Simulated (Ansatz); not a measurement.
# BNH6: one species, many methods

The task here is to estimate one member of a computed series from the others.

Program: Ansatz 0.2.0, Gaussian basis. Level of theory: functionals in def2-TZVPP, the program's frozen cores in correlated methods. These are calculated values, not measurements.

Levels to be run: LDA (SPW92), PBE-D4, revPBE-D4, BLYP-D4, r2SCAN-D4, B97M-V, PBE0-D4, B3LYP-D4, r2SCANh-D4, r2SCAN0-D4, HSE06-D4, BHLYP-D4, CAM-B3LYP-D4, LC-ωPBE, ωB97X-V, ωB97M-V, B2PLYP, PBE-QIDH; CCSD(T)/def2-SVP; CCSD(T)/def2-TZVPP; MP2/def2-QZVPP; extrapolation to the limit; RPA on PBE.

1 further run of the same task is left out (it didn't finish).

**The relaxed structure**

An earlier PBE0-D4 in a triple-zeta def2 set relaxation fixed the geometry.

SMILES `[BH3-][NH3+]`, 8 atoms, charge 0, spin multiplicity 1.

Atoms are counted from 1 here; the program's logs count them from 0.

Bond lengths: B1–N2 1.639 Å, B1–H3 1.212 Å, B1–H4 1.212 Å, B1–H5 1.212 Å, N2–H6 1.015 Å, N2–H7 1.015 Å, N2–H8 1.015 Å. Angles: N2–B1–H3 105.3°, N2–B1–H4 105.3°, N2–B1–H5 105.3°, H3–B1–H4 113.3°, H3–B1–H5 113.3°, H4–B1–H5 113.3°, B1–N2–H6 110.9°, B1–N2–H7 110.9°, B1–N2–H8 110.9°, H6–N2–H7 108.0°, H6–N2–H8 108.0°, H7–N2–H8 108.0°.

As a file:

```mol
BH6N
  3D, bonds by distance, orders not assigned

  8  7  0  0  0  0  0  0  0  0999 V2000
   -0.1913    0.2508   -0.7754 B   0  0
    0.2065   -0.2551    0.7317 N   0  0
   -0.0782   -0.7284   -1.4810 H   0  0
   -1.3326    0.6497   -0.6872 H   0  0
    0.6044    1.1266   -1.0384 H   0  0
    0.1408    0.5070    1.3987 H   0  0
    1.1566   -0.6113    0.7553 H   0  0
   -0.4140   -0.9965    1.0405 H   0  0
  1  2  8  0
  1  3  8  0
  1  4  8  0
  1  5  8  0
  2  6  8  0
  2  7  8  0
  2  8  8  0
M  END
```

Set-up of the first run:

Input file in.yaml:

```yaml
crystal:
  periodic: [false, false, false]
  atoms:
    - {symbol: B, position_ang: [-0.191313, 0.250782, -0.775402]}
    - {symbol: N, position_ang: [0.206511, -0.255108, 0.731709]}
    - {symbol: H, position_ang: [-0.078155, -0.728377, -1.480965]}
    - {symbol: H, position_ang: [-1.332573, 0.649687, -0.687235]}
    - {symbol: H, position_ang: [0.604395, 1.126591, -1.038429]}
    - {symbol: H, position_ang: [0.140754, 0.506981, 1.398737]}
    - {symbol: H, position_ang: [1.156575, -0.611274, 0.755256]}
    - {symbol: H, position_ang: [-0.413994, -0.996481, 1.040529]}
basis:
  gaussian: {orbitals: def2-TZVPP}
hamiltonian: {xc: lda}
output: {orbitals: {seedname: orbitals}}
```

Among the steps run: LDA; PBE-D4 (GGA); revPBE-D4 (GGA); BLYP-D4 (GGA); r2SCAN-D4 (meta-GGA); B97M-V (meta-GGA); PBE0-D4 (hybrid); B3LYP-D4 (hybrid); r2SCANh-D4 (hybrid); r2SCAN0-D4 (hybrid); HSE06-D4 (hybrid); BHLYP-D4 (hybrid); CAM-B3LYP-D4 (range-separated); LC-ωPBE-D4 (range-separated; the results give it without D4); ωB97X-V (range-separated); ωB97M-V (range-separated); B2PLYP (double hybrid); PBE-QIDH (double hybrid).

One of the session's tables, all rows but one given; the rest of the session is left out.

It belongs to the step «Frontier levels by functional». 

```
  functional  HOMO (eV)  gap (eV)
 LDA (SPW92)      -6.44      5.51
      PBE-D4      -6.42      5.55
   revPBE-D4      -6.39      5.55
     BLYP-D4      -6.36      5.43
   r2SCAN-D4      -6.72      6.70
      B97M-V      -6.82      6.17
     PBE0-D4      -7.79      7.76
    B3LYP-D4      -7.61      7.20
  r2SCANh-D4      -7.22      7.44
  r2SCAN0-D4      -7.99      8.53
    HSE06-D4      -7.38      6.99
    BHLYP-D4      -9.14      9.69
CAM-B3LYP-D4      -9.28      9.98
     LC-ωPBE     -10.68     12.71
     ωB97X-V          ?         ?
     ωB97M-V     -10.15     11.49
```

**Question.** Estimate the row for ωB97X-V.

As computed: HOMO (eV): -10.32; gap (eV): 12.17. In the column «HOMO (eV)» it lies between LC-ωPBE (-10.68) and ωB97M-V (-10.15).
